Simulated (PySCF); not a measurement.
# AlH₄⁻ at several levels of theory

All levels use the PBE0 minimum (singlet; Al–H 1.646 Å (×4); H–Al–H 109.5° (×6)), basis [Al def2-TZVPD, H def2-TZVPD], no relativity, density fitting, no spin–orbit coupling, PySCF. For vertical energies the ionised species is a doublet (spins chosen at PBE0 and kept). Open shells are unrestricted, also as the reference of the correlated levels. A dash marks a value that was not computed or is not defined at that level.

```
  level  vertical detachment energy (eV)  −ε(HOMO) (eV)  gap (eV)
   PBE0                             4.44           2.33      6.35
     HF                             4.57           5.38     10.36
    MP2                             4.95              –         –
    PBE                             4.12           1.13      4.77
  B3LYP                             4.46           2.16      5.99
 r2SCAN                             4.27           1.42      5.96
  TPSSh                             4.38           1.80      5.69
r2SCAN0                             4.51           2.53      7.13
  HSE06                             4.43           1.94      5.71
```

The lowest empty level of this anion is unbound, so it and the gap depend on the basis.
